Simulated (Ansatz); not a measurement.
# BN (triplet): wave-function methods side by side, def2-TZVPP

The task here is to estimate one member of a computed series from the others.

Computed with Ansatz 0.2.0, Gaussian basis. Level: def2-TZVPP, core rule «outside noble gas», up to 2 orbitals frozen.

The runs, in order: UHF; ROHF; CCSD(T) on UHF.

2 further runs of the same task are left out: 2 set aside as unsound or not needed.

## What is computed

The geometry is a PBE0/def2-TZVP stationary point (not a proven minimum).

2 atoms, charge 0, spin multiplicity 3.

Atoms are counted from 1 here; the program's logs count them from 0.

Bond lengths: B1–N2 1.315 Å.

Set-up of the first run:

in.yaml reads:

```yaml
crystal:
  periodic: [false, false, false]
  atoms:
    - {symbol: B, position_ang: [0.000000, 0.000000, 0.000000]}
    - {symbol: N, position_ang: [0.000000, 0.000000, 1.315453]}
basis:
  gaussian: {orbitals: def2-TZVPP}
magnetization: {spin_polarized: true, initial_magnetization: 2}
hamiltonian: {xc: hf}
output: {orbitals: {seedname: orbitals}}
```

Launch:

```sh
$ ansatz run in.yaml --threads 1 --pin off --events-out ev --progress --plain --max-ram 4096MiB --backend cpu
```

Among the steps run: UHF; ROHF; CCSD(T) on UHF.

One of the session's tables, all rows but one given; the rest of the session is left out.

It belongs to the step «Misses and costs». 

| method | from UCCSD(T) (kJ/mol) |
| --- | --- |
| ROHF | +669.0 |
| UHF | +657.1 |
| UMP2 | +83.8 |
| UCCSD | ? |
| UCCSD(T) | 0 |

**Question.** Estimate the row for UCCSD.

**Answer.** from UCCSD(T) (kJ/mol): +32.8. In the column «from UCCSD(T) (kJ/mol)» it lies between UCCSD(T) (0) and UMP2 (+83.8).

With the free atoms at the same levels and basis (separate runs), the atomisation energy is 4.206 eV at UCCSD(T), 2.342 eV at ROHF.
